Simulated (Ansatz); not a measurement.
# H18N6Tb ([Tb(NH3)6]3+): the cost of one run

Method: the settings change from run to run; program: Ansatz 0.2.0, Gaussian basis.

1 further run of the same task is left out (it didn't finish).

## Step 1: The molecule

The structure was relaxed beforehand with r2SCAN-D4/def2-SVP. Tb takes a core potential in def2 sets; no spin-orbit term is included.

25 atoms, charge 3, spin multiplicity 7.

Atoms are counted from 1 here; the program's logs count them from 0.

Bond lengths: Tb1–N2 2.501 Å, Tb1–N6 2.501 Å, Tb1–N10 2.501 Å, Tb1–N14 2.501 Å, Tb1–N18 2.501 Å, Tb1–N22 2.500 Å, N2–H3 1.031 Å, N2–H4 1.031 Å, N2–H5 1.031 Å, N6–H7 1.031 Å, N6–H8 1.031 Å, N6–H9 1.031 Å, N10–H11 1.031 Å, N10–H12 1.031 Å, N10–H13 1.031 Å, N14–H15 1.031 Å, N14–H16 1.031 Å, N14–H17 1.031 Å and more. Angles: N2–Tb1–N6 179.6°, N2–Tb1–N10 90.0°, N2–Tb1–N14 90.5°, N2–Tb1–N18 89.4°, N2–Tb1–N22 90.2°, N6–Tb1–N10 90.3°, N6–Tb1–N14 89.1°, N6–Tb1–N18 90.5°, N6–Tb1–N22 90.0°, N10–Tb1–N14 179.4°, N10–Tb1–N18 90.1°, N10–Tb1–N22 89.6°, N14–Tb1–N18 90.0°, N14–Tb1–N22 90.2°, N18–Tb1–N22 179.5°, Tb1–N2–H3 115.4°, Tb1–N2–H4 115.4°, Tb1–N2–H5 115.7° and more.

## Step 2: PBEsol/def2-TZVP

Options: restricted open-shell orbitals, atoms shaken by 0.03 Å, a point charge of -1.00 e beside it, D4 dispersion.

in.yaml reads:

```yaml
crystal:
  periodic: [false, false, false]
  atoms:
    - {symbol: Tb, position_ang: [-0.037322, -0.036422, -0.016193]}
    - {symbol: N, position_ang: [-0.047224, 0.034680, 2.440262]}
    - {symbol: H, position_ang: [0.858316, 0.399430, 2.980277]}
    - {symbol: H, position_ang: [-0.091010, -0.933502, 2.944542]}
    - {symbol: H, position_ang: [-0.832121, 0.525388, 2.866277]}
    - {symbol: N, position_ang: [0.035648, 0.037750, -2.521010]}
    - {symbol: H, position_ang: [-0.788530, -0.507498, -2.932337]}
    - {symbol: H, position_ang: [0.799017, -0.466120, -2.944908]}
    - {symbol: H, position_ang: [-0.010011, 0.912834, -2.896559]}
    - {symbol: N, position_ang: [2.493888, -0.047189, -0.066080]}
    - {symbol: H, position_ang: [2.938169, 0.946913, -0.006395]}
    - {symbol: H, position_ang: [2.892369, -0.484448, -0.795749]}
    - {symbol: H, position_ang: [2.936701, -0.451231, 0.832472]}
    - {symbol: N, position_ang: [-2.552193, 0.021083, -0.034604]}
    - {symbol: H, position_ang: [-2.963312, 0.565157, -0.753906]}
    - {symbol: H, position_ang: [-2.940275, 0.386667, 0.814709]}
    - {symbol: H, position_ang: [-2.927424, -0.934465, -0.143695]}
    - {symbol: N, position_ang: [-0.040143, 2.476450, 0.023913]}
    - {symbol: H, position_ang: [0.323330, 2.907541, 0.844735]}
    - {symbol: H, position_ang: [-0.895412, 2.936158, -0.177032]}
    - {symbol: H, position_ang: [0.633898, 2.932365, -0.662684]}
    - {symbol: N, position_ang: [0.010691, -2.503170, 0.021988]}
    - {symbol: H, position_ang: [-0.188853, -2.953712, -0.915029]}
    - {symbol: H, position_ang: [-0.654941, -2.951928, 0.621212]}
    - {symbol: H, position_ang: [0.860291, -2.944698, 0.256378]}
basis:
  gaussian: {orbitals: def2-TZVP, point_charges: [{charge: -1.00, position_ang: [6.112, 0.438, 0.913]}]}
total_charge: 3
magnetization: {spin_polarized: false, initial_magnetization: 6}
hamiltonian: {xc: {name: PBEsol}, dispersion: d4}
scf: {omitted_lower_state_checks: [starts]}
output: {forces: true}
```

On the command line:

```bash
$ ansatz run in.yaml --threads 4 --pin off --events-out ev --progress --plain --max-ram 6963MiB
```

What time and memory should one allow on 4 threads of Arm Neoverse V1, shared host?

About 1.7 min, with a peak of 2.4 GiB.
